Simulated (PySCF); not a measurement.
## C$_{3}$H$_{9}$N: calculation and literature

Bonds (- single, = double, # triple, : aromatic): C1-C2 1.526 Å, C2-C3 1.527 Å, C2-N4 1.458 Å. C1 carries H5, H6, H7; C2 carries H8; C3 carries H9, H10, H11; N4 carries H12, H13.

The experiment to reproduce: δ ¹³C C2 43.0; C1/C3 26.5; δ ¹H H8 3.07; H5/H6/H7/H9/H10/H11 1.03 ppm (measured; solution, not stated per compound (mostly CDCl3 or CCl4); Pretsch, Buehlmann, Badertscher, Structure Determination of Organic Compounds, 4th ed. (2009)).

PySCF 2.14 calculation with shieldings: GIAO PBE0/pcSseg-1 and coordinates at the GFN2-xTB level; one conformer, no solvent model, fast rotation and ring inversion assumed for equivalent nuclei, no relativistic terms.

Q: What does the calculation give, and how does it compare?

A: 
Reference values: measured (solution, not stated per compound (mostly CDCl3 or CCl4); Pretsch, Buehlmann, Badertscher, Structure Determination of Organic Compounds, 4th ed. (2009)).
```
              atoms  quantity  reference  computed  computed, scaled
                 C2     δ ¹³C       43.0      47.2              43.8
              C1/C3     δ ¹³C       26.5      27.1              24.2
                 H8      δ ¹H       3.07      3.41              3.31
H5/H6/H7/H9/H10/H11      δ ¹H       1.03      1.03              1.06
```

Computed shifts are σ(ref) − σ with the named reference compound (TMS for H and C) calculated as an isolated molecule at the same level. The measured values may be among those fitted. Scaled to experiment by linear calibration (H and C: mostly CDCl3 data, vs TMS): ¹³C: δ = 179.97 − 0.974σ (rms 2.1 ppm, 958 shifts, 2.3 ppm with the 13 outliers that the fit left out); ¹H: δ = 30.01 − 0.943σ (rms 0.17 ppm, 504 shifts, 0.18 ppm with the 4 outliers that the fit left out). Occasional misses reach two or three times the rms, and more in compound classes unlike the fitted ones. H not on carbon is unscaled (vs computed TMS).

Q: How far are the unscaled ¹³C shifts from the references?

A: Mean signed difference +2.40 ppm, mean absolute 2.40 ppm over 2 comparisons; the largest is +4.2 ppm at C2 (sp3 CH bonded to N).

Q: How far are the unscaled ¹H shifts from the references?

A: Mean signed difference +0.17 ppm, mean absolute 0.17 ppm over 2 comparisons; the largest is +0.34 ppm at H8 (hydrogen on an sp3 CH bonded to N).
